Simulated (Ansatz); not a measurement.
How methods differ on CH5Si (SMILES [CH2][SiH3])

CH5Si: 7 atoms, total charge 0, spin state doublet. SMILES: `[CH2][SiH3]`. The coordinates come from a PBE0-D4/def2-TZVP relaxation.

| atom | x (Å) | y (Å) | z (Å) |
| --- | --- | --- | --- |
| C | -0.1726 | -1.1030 | 0.0474 |
| Si | 0.1323 | 0.7098 | -0.0290 |
| H | -1.1390 | -1.5222 | 0.3085 |
| H | 0.5883 | -1.8348 | -0.2038 |
| H | -0.1912 | 1.2566 | -1.3791 |
| H | -0.7197 | 1.4201 | 0.9618 |
| H | 1.5631 | 1.0056 | 0.2485 |

Quantity: the energy change with the C1–Si2 bond stretched from 1.840 to 4.600 Å, in eV. The values are calculated.

```
           level                    kind  program  value (eV)  less FCI/STO-3G  CPU time (all runs)
      UHF/STO-3G            Hartree–Fock   Ansatz        4.25            -0.58               0.29 s
    UBLYP/STO-3G                     GGA   Ansatz        5.59            +0.76                5.7 s
U-r2SCAN0/STO-3G         hybrid meta-GGA   Ansatz        5.36            +0.53                 15 s
    UPBE0/STO-3G           global hybrid   Ansatz        5.58            +0.75                5.8 s
  U-wB97X/STO-3G  range-separated hybrid   Ansatz        5.64            +0.81                 33 s
  UB2PLYP/STO-3G           double hybrid   Ansatz        5.33            +0.50                6.8 s
  RPA@PBE/STO-3G                     RPA   Ansatz        4.93            +0.10                  7 s
 UBCCD(T)/STO-3G   coupled cluster or CI   Ansatz        4.83             0.00               0.75 s
      FCI/STO-3G      exact in the basis   Ansatz        4.83             0.00                 59 s
```

FCI/STO-3G is exact within its basis and frozen core, so for wave-function methods in that basis the difference is their error; functionals converge differently with the basis, so for them it is only a difference. The first shape isn't each level's own minimum. The values span 4.25 to 5.64 eV. Spin contamination of the reference (⟨S²⟩ at least 0.1 too high) touches UHF/STO-3G, UBLYP/STO-3G, U-r2SCAN0/STO-3G, UPBE0/STO-3G, U-wB97X/STO-3G, UB2PLYP/STO-3G, RPA@PBE/STO-3G, UBCCD(T)/STO-3G. All rows use very small basis sets, so none should be taken for the real molecule's value. Times are those of the runs behind each value, whatever else they computed, on shared processors of several kinds: orders of magnitude only.
